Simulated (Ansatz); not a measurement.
# One elementary step

Start structure (Si2H8S, singlet), relaxed at PBE0-D4/def2-TZVP:

Si1  (-0.183, 0.142, 0.123)
H2  (0.123, -1.297, 0.340)
H3  (0.738, 0.678, -0.915)
H4  (-1.585, 0.280, -0.346)
Si5  (0.118, 1.319, 2.124)
H6  (0.094, -2.794, -2.437)
S7  (-0.513, -1.845, -3.167)
H8  (1.522, 1.185, 2.600)
H9  (-0.789, 0.794, 3.180)
H10  (-0.175, 2.765, 1.928)
H11  (0.649, -1.228, -3.430)
(Å)

The step: Si₂H₆ ([SiH3][SiH3]) + H₂S → Si₂H₆S ([SiH3][SiH2][SH]) + H₂; bonds formed: Si1–S7, H2–H6; bonds broken: Si1–H2, H6–S7. Ansatz 0.2.0; basis: def2-TZVPP and def2-QZVPP; cores frozen in the correlated methods. Extrapolation: Hartree–Fock as exp(−7.88 √X), correlation as X^−2.97. Energies below are by CCSD(T) at an estimated basis limit (MP2 extrapolated from triple and quadruple zeta, plus CCSD(T) − MP2 in triple zeta).

Task: What are the electronic barrier and the energy of the step, from the start structure to the end structure? (To be estimated.)

Result: By the calculation: Barrier 218.0 kJ/mol; step energy -32.8 kJ/mol (downhill); reverse barrier, their difference, 250.7 kJ/mol. Barrier and step energy count from the start structure, the reverse barrier from the end structure.

The saddle point: One imaginary mode of 1289i cm⁻¹.
```tsv
pair	start (Å)	saddle (Å)	end (Å)
Si1–S7	3.86	2.52	2.15
H2–H6	3.16	1.07	0.75
Si1–H2	1.49	1.70	4.58
H6–S7	1.34	1.59	3.18
```

Zero-point energy (harmonic, PBE0-D4): ZPE is 169.8 kJ/mol at the start and 166.1 kJ/mol at the saddle, so the barrier goes from 218.0 to 214.3 kJ/mol.

T1 diagnostic: at most 0.015.

Labels in which every atom is bracketed show which atoms are joined, not bond orders.

For scale, one of the runs: CCSD(T)/def2-TZVPP, 238 basis functions, launched by `ansatz run in.yaml --threads 4 --pin off --events-out ev --progress --plain --max-ram 9574MiB`. Hardware: 4 CPU threads of an Arm Neoverse V1, shared host. Wall time 62 s; peak host memory 3.9 GiB.
